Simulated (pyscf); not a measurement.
Optimised with ωB97X-D3(BJ)/def2-SVP in PySCF. MP2 and CC: frozen core, UHF for open shells. ΔMP2 is the change of the MP2 total energy from the triple- to the quadruple-zeta basis.

SMILES: [Cl][Au]
```xyz
2

Cl     0.1708     1.1410     0.7662
Au     1.3239     0.3743    -1.0137
```
Charge 0, spin multiplicity 1.

Task: What is the homolytic dissociation enthalpy (298 K, CCSD(T)/def2-TZVPP + ΔMP2(QZVPP)) of the Au–Cl bond of `[Cl][Au]`, to Cl• + Au•?

Result: Au–Cl to Cl• + Au•: 67.5 kcal/mol. The CCSD(T) − MP2 part came from Ansatz, without density fitting, on the same reference. The frozen core leaves the outer d or s,p core shells of the metals and heavy elements correlated in the MP2 and CC values, and def2-TZVPP describes them poorly, which can shift differences by a few kcal/mol. Left out: the spin-orbit lowering of Cl. Open-shell species with a d-block atom are single-reference here; other states, and whether the spin sits on metal or ligand, were not checked. Elements past Kr carry the def2 core potentials, without spin-orbit coupling.
